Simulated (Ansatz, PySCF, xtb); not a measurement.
Homolysis of single bonds, series Al Br-NH2. Isolated molecules, 0 K electronic values unless said otherwise. Strings in code marks are SMILES.

Quantity: homolytic bond dissociation enthalpy at 298 K (no spin–orbit term), in eV. Enthalpy corrections at 298 K come from GFN2-xTB frequencies (xtb).

Level 1: frozen-core MP2/cc-pVTZ // PBE0-D3(BJ)/def2-TZVP (Ansatz, an electronic-structure program)
Level 2: B3LYP/6-311+G** (LANL2DZ on Br) // PBE0-D3(BJ)/def2-TZVP (PySCF)
Level 3: PBE/6-31G* // PBE0-D3(BJ)/def2-TZVP (PySCF)
Level 4: HF/STO-3G // PBE0-D3(BJ)/def2-TZVP (PySCF)

| species | level 1 | level 2 | level 3 | level 4 |
|---|---|---|---|---|
| Al–Br bond of `[NH2][Al]([Br])[Br]`, giving `[Br]` and `[NH2][Al][Br]` | 4.64 | 3.92 | 4.33 | 4.71 |
| N–Al bond of `[NH2][Al]([NH2])[Br]`, giving `[NH2]` and `[NH2][Al][Br]` | 4.74 | 4.31 | 4.26 | 4.29 |
| N–Al bond of `[NH2][Al]([Br])[Br]`, giving `[Br][Al][Br]` and `[NH2]` | 4.76 | 4.26 | 4.28 | 4.16 |
